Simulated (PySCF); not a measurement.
**PH: a composite coupled-cluster curve**

The task here is to estimate one member of a computed series from the others.

Computed with PySCF 2.14.0. Level: CCSD(T) on ROHF, no relativity in the base curves; scalar relativity is added as a correction.

The first run:

* molecule: PH
* state: triplet, unpaired electrons π ↑↑
* smaller basis: P aug-cc-pV(T+d)Z, H aug-cc-pVTZ
* larger basis: P aug-cc-pV(Q+d)Z, H aug-cc-pVQZ
* frozen core orbitals: 5
* extrapolation: correlation as n⁻³ (n = 3, 4), Hartree–Fock as (n+1)·exp(−9√n)
* corrections: core–valence correlation, scalar relativity
* distances (Å): 1.2631, 1.3206, 1.3780, 1.4354, 1.4928, 1.5646, 1.6363
* masses (u): 30.9738, 1.0078
* dissociation limit: P + H

Run with:

```console
OMP_NUM_THREADS=4 python comp.py task.json out
```

One of the session's tables, all rows but one given; the rest of the session is left out.

It belongs to the step «Constants step by step». 

| level | Re (Å) | ωe (cm⁻¹) | ωexe (cm⁻¹) | αe (cm⁻¹) | De (eV) |
| --- | --- | --- | --- | --- | --- |
| CCSD(T)/aug-cc-pVTZ(-PP) | 1.4262 | 2353.2 | 43.6 | 0.250 | 3.091 |
| CCSD(T)/aug-cc-pVQZ(-PP) | 1.4243 | 2367.7 | 43.6 | 0.250 | 3.151 |
| HF/CBS | 1.4114 | 2492.9 | 36.6 | 0.221 | 2.075 |
| MP2/CBS | 1.4148 | 2453.9 | 38.2 | 0.229 | 3.052 |
| CCSD/CBS | 1.4211 | 2395.3 | 42.2 | 0.244 | 3.164 |
| CCSD(T)/CBS | 1.4236 | 2375.1 | 43.3 | 0.248 | 3.190 |
| CCSD(T)/CBS+CV | 1.4217 | 2377.2 | 43.4 | 0.249 | 3.195 |
| CCSD(T)/CBS+CV+SR | ? | ? | ? | ? | ? |

Q: Estimate the row for CCSD(T)/CBS+CV+SR from the others.

As computed: Re (Å): 1.4217; ωe (cm⁻¹): 2373.5; ωexe (cm⁻¹): 43.4; αe (cm⁻¹): 0.249; De (eV): 3.189.
